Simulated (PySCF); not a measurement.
Species: C2H3N.
SMILES: `CC#N`

Linear response at PBE0/aug-cc-pVTZ (PySCF, frozen core in the response, non-relativistic). Isolated species at its PBE0-D3(BJ)/def2-TZVP geometry, gas phase.

Static isotropic polarisability: 29.49 au (4.37 Å³), principal values 24.2, 24.2, 40.0 au.

Problem. What is the polarisability at 1064 nm and at the sodium D line?

Solution. 29.69 au at 1064 nm (+0.7 %), 30.17 au at 589.3 nm (+2.3 %). The rise at 589.3 nm is 3.33 times that at 1064 nm; a pure ω² law gives 3.26. The lowest singlet lies at 159 nm, shorter than both wavelengths.

Problem. What is the isotropic C6 coefficient between two such molecules, C6 = (3/π)∫α(iω)² dω?

Solution. 380.4 au (Eh·bohr⁶) by a ten-point quadrature over imaginary frequencies, which is 227 eV·Å⁶ or 21.9 J·nm⁶/mol.

Problem. Which effective excitation energy ω̄ makes London's formula C6 = (3/4)α²ω̄ exact here?

Solution. ω̄ = 4·C6/(3α²) = 0.583 Eh = 15.9 eV. A one-pole form α(ω) = α/(1 − ω²/ω̄²) fitted to the 1064 nm value gives 14.1 eV.

Problem. How anisotropic is the static polarisability, by Δα² = ½[(α1 − α2)² + (α2 − α3)² + (α3 − α1)²]?

Solution. Δα = 15.8 au, or 0.54 of the isotropic value.

Problem. The lowest 10 singlets have (eV, f): 7.82, 0.000; 8.08, 0.001; 8.09, 0.001; 8.16, 0.002; 8.16, 0.002; 9.08, 0.040; 9.18, 0.062; 9.26, 0.001; 9.26, 0.001; 9.28, 0.000. What share of the static polarisability do they carry in the sum over states α = Σ f/ω²?

Solution. 0.99 au, 3.4 % of α; the largest term, 0.55 au, is that of the state at 9.18 eV. Their oscillator strengths add up to 0.11. Higher states carry the rest.

Problem. What does −C6/R⁶ come to at R = 8 Å between centres?

Solution. -84 J/mol. This is the leading, orientation-averaged term; C8 and higher terms are left out.

Problem. What n − 1 at the D line would an ideal gas of it have at 273.15 K and 1 atm (2.6868 × 10¹⁹ cm⁻³), by n − 1 = 2π·N·α′?

Solution. 7.55 × 10⁻⁴, a formal value whether or not that pressure can be reached.

Problem. How many electrons N does the Slater–Kirkwood formula C6 = (3/4)·√N·α^(3/2) need to give this C6?

Solution. N = (4·C6/3)²/α³ = 10.0; the species has 22 electrons in all.

Problem. What three-body coefficient follows from the one-pole estimate C9 = (3/4)·α·C6?

Solution. 8410 au. This is an estimate from the two numbers above, not a computed integral.
